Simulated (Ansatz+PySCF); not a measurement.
# doublet C₆H₅: levels of theory in one basis

```xyz
11

C    -0.0307    1.4506    0.0000
C     1.1899    0.7301    0.0000
C     1.1810   -0.6818    0.0000
C    -0.0374   -1.3955    0.0000
C    -1.2716   -0.6987    0.0000
C    -1.2073    0.6970    0.0000
H    -0.0405    2.5465    0.0000
H     2.1602    1.2837    0.0000
H     2.1304   -1.2300    0.0000
H    -0.0316   -2.5126    0.0000
H    -2.2256   -1.2382    0.0000
```

Basis set: cc-pVTZ (spherical functions). Correlated methods keep 6 orbitals frozen. Correlation on ROHF uses semicanonical orbitals with singles. Charge 0, multiplicity 2.

Computed with Ansatz (development build ahead of 0.2.0); each method stands on the lowest determinant of its kind that the runs found.

```json
{"method": "ROHF", "E − E(ROHF) (eV)": "0.00", "<S²> of the determinant": "0.75"}
{"method": "UHF", "E − E(ROHF) (eV)": "-0.44", "<S²> of the determinant": "1.47"}
{"method": "UHF-MP2", "E − E(ROHF) (eV)": "-23.81", "<S²> of the determinant": "1.47"}
```

Task: What does ROHF-MP2 give on the same scale?

Result: -25.01 eV.

Task: Is a single determinant a sound starting point here?

Result: It is doubtful. Unrestricted orbitals lower Hartree–Fock by 0.44 eV and <S²> is 1.47 where a pure state has 0.75, a sign of strong static correlation.

Caution for UHF, UHF-MP2: the unrestricted determinant is spin contaminated.
